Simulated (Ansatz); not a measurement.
Cl2HSi (`Cl[SiH]Cl`) radical. Charge 0, multiplicity 2.

(1) What are the harmonic wavenumbers in cm⁻¹ at PBE0-D4/def2-TZVP (Ansatz, finite differences of forces, unscaled)? (An estimate is asked.)

(2) Is this a minimum?

(3) Give the ideal-gas thermochemistry at 298.15 K and 1 bar (rigid rotor, harmonic oscillator; point group Cs, symmetry number 1).

(4) Rotational constants (cm⁻¹)?

## Answers

(1) Ansatz gave: 178, 518, 581, 653, 742, 2187.

(2) Yes, all 6 modes are real.

(3) Zero-point energy 29.1 kJ/mol; H(298) − E = 42.2 kJ/mol; entropy 296.7 J/(mol·K), of which translation 166.3, rotation 107.6, vibration 17.0, electronic 5.8; G(298) − E = -46.3 kJ/mol.

(4) 0.5289, 0.08378, 0.07322.
